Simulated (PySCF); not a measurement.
Estimate the missing entries of this data sheet.

Compound: HNO3.
SMILES: `O=NOO`

Conformer (atom-mapped SMILES and torsion angles): `[O:1]=[N:2][O:3][OH:4]`: O1–N2–O3–O4 0°, H–O4–O3–N2 0°.

```json
{"property": "point group of the GFN2-xTB geometry", "level": "GFN2-xTB", "value": "Cs"}
{"property": "rotational constants A, B, C of the GFN2-xTB geometry", "level": "GFN2-xTB", "value": "23.188, 7.643, 5.748 GHz"}
{"property": "dipole moment", "level": "PBE0/pcSseg-1", "value": "?"}
{"property": "HOMO energy", "level": "PBE0/pcSseg-1", "value": "-8.89 eV"}
{"property": "LUMO energy", "level": "PBE0/pcSseg-1", "value": "-2.37 eV"}
{"property": "1H chemical shifts (computed TMS as zero) by class", "level": "GIAO PBE0/pcSseg-1", "value": "15.42 (1 H) ppm"}
{"property": "isotropic shieldings of nuclei other than C and H, by class", "level": "GIAO PBE0/pcSseg-1", "value": "?"}
{"property": "largest of the computed one-bond spin–spin couplings (means over like bonds)", "level": "B3LYP/pcJ-1", "value": "?"}
```

Electronic properties: PySCF, gas phase, density fitting.

The dipole moment?

0.89 D.

The largest of the computed one-bond spin–spin couplings (means over like bonds)?

17O–15N -56.9, 17O–1H -40.2, 17O–15N -38.2, 17O–17O -27.1 Hz.

Give the isotropic shieldings of nuclei other than C and H, by class.

-314 (1 N), -414 (1 O), -130 (1 O), -44 (1 O) ppm.

The rotational constants make it an asymmetric top with κ = (2B − A − C)/(A − C) = -0.78, nearer the prolate limit (−1). The dipole equals about 3.0 × 10⁻³⁰ C·m (1 D = 3.33564 × 10⁻³⁰ C·m). With B = h/(8π²I), that is 505.379 GHz u Å² over I, the principal moments of inertia are 21.8, 66.1 and 87.9 u Å² (most abundant isotopes); the inertial defect Ic − Ia − Ib is 0.0 u Å² (zero for a rigid planar frame, negative otherwise).

One conformer stands for the species.
